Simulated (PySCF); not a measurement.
# AlClO (SMILES [O]=[Al][Cl]) at M06-2X/STO-3G

Aim: the vertical singlet–triplet gap of AlClO at M06-2X/STO-3G, from 2 runs. The job is set up through a Python script.

The results are computed with PySCF 2.14.0.

7 further runs of the same task are left out: 7 set aside as unsound or not needed.

## (1) The system as given

AlClO: 3 atoms, total charge 0, spin state singlet. SMILES: `[O]=[Al][Cl]`. The shape comes from GFN2-xTB, which is rough for such elements, and wasn't checked as a minimum.

Bond lengths: O1–Al2 1.566 Å, Al2–Cl3 2.014 Å. Angles: O1–Al2–Cl3 180.0°.

## (2) A single-point energy at M06-2X/STO-3G

The input, run.py:

```python
from pyscf import gto, dft

mol = gto.M(
    atom='''
O      0.203089     3.201687     0.464797
Al     0.017650     0.278205     0.040402
Cl    -0.220758    -3.479912    -0.505180
''',
    basis='sto-3g',
    unit='bohr',
    verbose=4,
    spin=0,
    max_memory=1860,
)

mf = dft.RKS(mol)
mf.xc = 'm06-2x'
mf.conv_tol = 1e-10
mf.grids.level = 5
mf.kernel()
if not mf.converged:
    mf = mf.newton().run(mf.mo_coeff, mf.mo_occ)

e_tot = mf.e_tot
print('E = %.10f Eh' % e_tot)
```

Run with:

```console
$ OMP_NUM_THREADS=1 python run.py
```

Log:

```text
PySCF version 2.14.0

[INPUT] num. atoms = 3
[INPUT] num. electrons = 38
[INPUT] charge = 0
[INPUT] spin (= nelec alpha-beta = 2S) = 0
[INPUT] symmetry False subgroup None
[INPUT] Mole.unit = bohr
[INPUT] Symbol           X                Y                Z      unit          X                Y                Z       unit  Magmom
[INPUT]  1 O      0.107470070589   1.694259796899   0.245959980104 AA    0.203089000000   3.201687000000   0.464797000000 Bohr   0.0
[INPUT]  2 Al     0.009339977773   0.147219745964   0.021379817676 AA    0.017650000000   0.278205000000   0.040402000000 Bohr   0.0
[INPUT]  3 Cl    -0.116820102728  -1.841490126407  -0.267329743413 AA   -0.220758000000  -3.479912000000  -0.505180000000 Bohr   0.0

nuclear repulsion = 113.321168952684
number of shells = 13
number of NR pGTOs = 69
number of NR cGTOs = 23
basis = sto-3g
ecp = {}

[... 56 lines left out ...]
converged SCF energy = -768.915872816435
E = -768.9158728164 Eh
```

It took 4.2 s on 1 thread of Arm Neoverse V1, shared host; peak memory 0.21 GiB.

## (3) The triplet

The input, job.py:

```python
from pyscf import gto, dft

mol = gto.M(
    atom='''
O      0.203089     3.201687     0.464797
Al     0.017650     0.278205     0.040402
Cl    -0.220758    -3.479912    -0.505180
''',
    unit='bohr',
    basis='sto-3g',
    verbose=3,
    spin=2,
    max_memory=1860,
)

mf = dft.UKS(mol, xc='m06-2x')
mf.conv_tol = 1e-10
mf.grids.level = 5
mf.kernel()
if not mf.converged:
    mf = mf.newton().run(mf.mo_coeff, mf.mo_occ)

e_tot = mf.e_tot
print('E(%s) = %.9f' % ('M06-2X', e_tot))
```

Run with:

```console
$ OMP_NUM_THREADS=1 python job.py
```

Log:

```text
WARN: HOMO -0.0720118451631049 >= LUMO -0.452085756424904

converged SCF energy = -768.793283511689  <S^2> = 2.0022815  2S+1 = 3.0015206
E(M06-2X) = -768.793283512
```

Run time: 12 s. Hardware: 1 thread of Arm Neoverse V1, shared host; peak memory 0.23 GiB.

## (4) Summary of results

At M06-2X/STO-3G:

```
                                        quantity          value
                           singlet: total energy  -768.91587 Eh
                          singlet: dipole moment         0.09 D
                            singlet: HOMO energy       -5.36 eV
                            singlet: LUMO energy        3.81 eV
                          singlet: HOMO–LUMO gap        9.17 eV
                           triplet: total energy  -768.79328 Eh
                          triplet: dipole moment         2.79 D
     triplet: HOMO energy (highest over α and β)       -1.10 eV
      triplet: LUMO energy (lowest over α and β)        1.29 eV
                                   triplet: ⟨S²⟩          2.002
vertical energy of the triplet above the singlet       3.336 eV
```

What this shows: At this shape the triplet lies 3.34 eV (77 kcal/mol) above the singlet. In a minimal basis such a difference can be off by several eV, whatever the method. Mulliken charges (singlet) run from -0.42 on Cl3 to +0.83 on Al2; they depend strongly on the basis.
